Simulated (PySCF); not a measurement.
## `C=C=CCCl`, C₄H₅Cl

Cartesian coordinates in Å; atom numbers follow the order of the lines, from 1:
```xyz
10

C     2.111   -0.149    0.167
C     0.856   -0.323   -0.117
C    -0.405   -0.487   -0.399
C    -1.447    0.505   -0.019
Cl   -2.660   -0.222    1.086
H     2.534   -0.531    1.090
H     2.774    0.379   -0.510
H    -0.730   -1.375   -0.935
H    -1.015    1.358    0.499
H    -2.008    0.851   -0.887
```

Computed, not measured: TDDFT CAM-B3LYP/def2-TZVPD excited states, vertical, gas phase in PySCF. Geometry: PBE0-D3(BJ)/def2-TZVP.

Problem. How strongly do the lowest singlets absorb one photon, and two photons of half the energy?

Solution. δ for parallel linear polarisation; σ at the peak of a Lorentzian of half width 0.1 eV, single beam; Ω is circular over linear.
| state | E (eV) | f | photon λ (nm) | δ (au) | σ (GM) | Ω | main |
| --- | --- | --- | --- | --- | --- | --- | --- |
| S1 | 5.84 | 0.006 | 425 | 1.44 | 0.02 | 0.30 | HOMO→LUMO 0.45, HOMO→LUMO+2 0.25 |
| S2 | 6.14 | 0.001 | 404 | 0.62 | 0.01 | 1.17 | HOMO−1→LUMO+1 0.35, HOMO−1→LUMO 0.29 |
| S3 | 6.84 | 0.090 | 363 | 16.3 | 0.28 | 0.64 | HOMO→LUMO 0.23, HOMO−2→LUMO 0.18 |
| S4 | 6.94 | 0.059 | 357 | 7.23 | 0.13 | 0.55 | HOMO−2→LUMO 0.18, HOMO→LUMO 0.13 |
| S5 | 7.09 | 0.020 | 350 | 9.09 | 0.17 | 1.50 | HOMO→LUMO+1 0.23, HOMO−3→LUMO 0.21 |
| S6 | 7.11 | 0.017 | 349 | 45.2 | 0.84 | 1.42 | HOMO−1→LUMO 0.31, HOMO→LUMO+1 0.24 |

Among these, the strongest one-photon state is S3, the strongest two-photon state S6, with a dipole change of 0.6 D (relaxed, norm of the difference vector).
